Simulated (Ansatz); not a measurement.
Below is the output of a Python script on Ansatz's Python interface that makes a ladder of methods at one geometry of C₂H₄O₂, SMILES C=C(O)O. Write a script that gives it. Settings (for the species named): B3LYP, cc-pVDZ basis, multiplicity 1. The script varies functional: b3lyp, r2scan0, hf, pbe0, blyp, pbe.

```xyz
8

C    -0.8051    0.2549   -0.6201
C     0.2325    0.0478    0.0923
O     1.2326    0.9465    0.1056
O     0.4691   -1.0713    0.8341
H    -0.9207    1.2123   -1.2223
H    -1.6925   -0.3668   -0.6817
H     1.9424    0.5270    0.7142
H    -0.3661   -1.6076    0.7220
```

`python methods_c2h4o2.py` gives:
```text
functional    E (Ha)        dipole (D)   HOMO (eV)  LUMO (eV)
b3lyp         -229.040690     1.726      -5.907      0.737
r2scan0       -228.892126     1.752      -6.381      1.639
hf            -227.766354     1.797      -9.207      4.417
pbe0          -228.791028     1.729      -6.175      1.146
blyp          -228.974649     1.726      -4.646      0.094
pbe           -228.782223     1.729      -4.808      0.144
```

One script that gives this output:

Script `methods_c2h4o2.py`:
```python
"""One geometry of C2H4O2, method by method."""

from pathlib import Path

import ansatz as az
import numpy as np

mol = (
    az.Crystal.molecule()
    .atom("C", [-0.8051, 0.2549, -0.6201])
    .atom("C", [0.2325, 0.0478, 0.0923])
    .atom("O", [1.2326, 0.9465, 0.1056])
    .atom("O", [0.4691, -1.0713, 0.8341])
    .atom("H", [-0.9207, 1.2123, -1.2223])
    .atom("H", [-1.6925, -0.3668, -0.6817])
    .atom("H", [1.9424, 0.527, 0.7142])
    .atom("H", [-0.3661, -1.6076, 0.722])
)

base = mol.calculation().basis(gaussian="cc-pVDZ")

print("functional    E (Ha)        dipole (D)   HOMO (eV)  LUMO (eV)")
for name in ["b3lyp", "r2scan0", "hf", "pbe0", "blyp", "pbe"]:
    summary = base.functional(name).forces().orbitals().run(threads=1, backend="cpu", runs_dir="runs").report
    lines = Path(summary["orbitals_path"]).read_text().splitlines()
    field_of = lambda key: [line.split("=")[1].strip() for line in lines if line.startswith(key)]
    orbitals = [(27.211386 * float(e), s, float(n)) for e, s, n in zip(field_of("Ene="), field_of("Spin="), field_of("Occup="))]
    homo = max(e for e, _, n in orbitals if n > 0.5)
    lumo = min(e for e, _, n in orbitals if n < 0.5)
    dipole = 4.803205 * np.linalg.norm(summary["charge_distribution"]["dipole_moment_e_ang"])
    print(f"{name:10s} {summary['free_energy_ev'] / 27.211386246:14.6f} {dipole:9.3f} {homo:11.3f} {lumo:10.3f}")
```

Total energies depend on the basis set; only differences at equal settings carry meaning. The geometry is a force-field or estimated start, not a minimum of this method, and the basis set is short of its limit. A lower total doesn't mark the better method: functionals have no common bound, and MP2 and coupled cluster aren't variational. b3lyp holds the VWN-RPA fit, as in Gaussian; the form of ORCA and Turbomole is b3lyp5. Levels such as HOMO and LUMO are orbital energies: with these approximate functionals they aren't the ionisation energy and electron affinity, and their gap isn't the fundamental gap. Timing: 9.7 s on 1 thread of AMD EPYC 7R43 64-Core Processor (Zen 3), on a shared host, peak memory 0.22 GiB.
